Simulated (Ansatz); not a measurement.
hcp Cd was calculated with rVV10 (PAW; Ansatz, an electronic-structure program).

Settings: plane-wave cutoff 520 eV, 24×24×10 k mesh (along the axes of the cell as run), Fermi–Dirac smearing 0.05 eV, scalar-relativistic PAW data made under PBE.

Shape and atoms are relaxed at each volume.

Pressure at four volumes; x = ln(V/23.105 Å³). One pressure is withheld.

| V (Å³/atom) | x | P (GPa) |
|---|---|---|
| 22.181 | -0.0408 | 1.810 |
| 23.105 | 0.0000 | 0.000 |
| 23.567 | 0.0198 | -0.714 |
| 24.029 | 0.0392 | ? |

### Question
Pass a parabola P(x) through the three rows shown, estimate the bulk modulus and its pressure derivative near zero pressure, and predict the withheld pressure.

### Answer
Slopes between the rows: (0.000 − (1.810))/(0.0000 − (-0.0408)) = -44.36 and (-0.714 − (0.000))/(0.0198 − (0.0000)) = -36.06 GPa. Their difference over the span 0.0606 is c = 8.30/0.0606 = 137.0 GPa, so P(x) = 1.810 + (-44.36)(x − (-0.0408)) + 137.0 (x − (-0.0408))(x − (0.0000)). At the middle row B = −dP/dx = −[-44.36 + 137.0 × 0.0408] = 38.8 GPa, and B′ = dB/dP = 2c/B = 7.1. At x = 0.0392 the parabola gives -1.309 GPa; the run gives -1.344 GPa. The Birch–Murnaghan fit to the energies at all volumes has B0 = 38.6 GPa and B′ = 6.4.

Measured, for comparison: bulk modulus 53.8 GPa (zero-point energy and finite temperature contributions removed, our sources range from 50.7 to 53.8; as tabulated in doi:10.1021/acs.jctc.3c00612). Computed (rounded) less measured: bulk modulus -28 % (-24 % to -28 % over the range).

Note: the bulk modulus comes from volumes at which shape and atoms were relaxed.
